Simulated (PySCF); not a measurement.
Molecule (SMILES): C1NC1.
Geometry (B3LYP-D3(BJ)/def2-TZVP, fixed):
```
C
H 1 1.0830
H 1 1.0841 2 114.71
N 1 1.4686 2 114.80 3 -142.73
H 4 1.0144 1 110.39 2 146.03
C 4 1.4686 5 110.39 1 -65.01
H 6 1.0830 4 114.80 5 -146.03
H 6 1.0841 7 114.71 4 -142.73
```
Charge 0, spin multiplicity 1.

Basis-set convergence of the mean static polarisability at PBE with PySCF. All functions are spherical. Density fitting with generated auxiliary sets. No added dispersion term, no relativity. Reference: the value in aug-pcseg-2, 34.44 bohr³. Deviations are taken from unrounded values.

| basis | functions | mean static polarisability (bohr³) |
|---|---|---|
| cc-pVDZ | 67 | 27.42 |
| aug-cc-pVDZ | 114 | 34.19 |
| def2-SVP | 67 | 26.95 |
| def2-SVPD | 100 | 32.86 |
| pcseg-1 | 67 | 27.61 |
| aug-pcseg-1 | 114 | 34.16 |
| 6-311G** | 84 | 28.67 |
| 6-311+G** | 96 | 31.62 |
| def2-TZVP | 123 | 31.47 |
| def2-TZVPD | 156 | 34.09 |
| cc-pVTZ | 160 | 30.88 |
| aug-cc-pVTZ | 253 | 34.46 |
| pcseg-2 | 160 | 32.08 |
| aug-pcseg-2 | 253 | 34.44 |
| def2-TZVPP | 163 | 31.94 |
| def2-TZVPPD | 196 | 34.19 |

What the diffuse functions change, pair by pair:
- cc-pVDZ to aug-cc-pVDZ: 47 more functions, deviation -20.4 to -0.7 %
- def2-SVP to def2-SVPD: 33 more functions, deviation -21.8 to -4.6 %
- pcseg-1 to aug-pcseg-1: 47 more functions, deviation -19.8 to -0.8 %
- 6-311G** to 6-311+G**: 12 more functions, deviation -16.7 to -8.2 %
- def2-TZVP to def2-TZVPD: 33 more functions, deviation -8.6 to -1.0 %
- cc-pVTZ to aug-cc-pVTZ: 93 more functions, deviation -10.3 to 0.1 %
- pcseg-2 to aug-pcseg-2: 93 more functions, deviation -6.9 to 0.0 %
- def2-TZVPP to def2-TZVPPD: 33 more functions, deviation -7.3 to -0.7 %

Leaving out the reference's own pair, they bring the value nearer the reference by more than 0.1 % in 7 of 7 pairs.
